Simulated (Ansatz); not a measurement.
Results of r²SCAN+rVV10 (Ansatz, a first-principles code, plane waves, PAW) for rhombohedral A7 Sb.

Numerical settings: plane-wave cutoff 600 eV, 12×12×12 k mesh, Fermi–Dirac smearing 0.1 eV, finite displacements, scalar-relativistic PAW data made under PBE.

Computed at the level's own relaxed cell.

```
Sb
1.0
    2.16391     1.24933     3.77922
   -2.16391     1.24933     3.77922
    0.00000    -2.49867     3.77922
Sb
2
Direct
  0.76670   0.76670   0.76670
  0.23330   0.23330   0.23330
```

Harmonic phonon frequencies (cm⁻¹; i marks an imaginary mode):

```tsv
q point	frequencies
Γ	0 0 0 103 103 151
T	___
L	73 85 90 143 145 159
F	49 53 68 116 125 140
```

**Question.** Complete the blanks.

**Answer.** 
- T, frequencies: 59 59 77 151 151 170

No imaginary mode appears at these points.
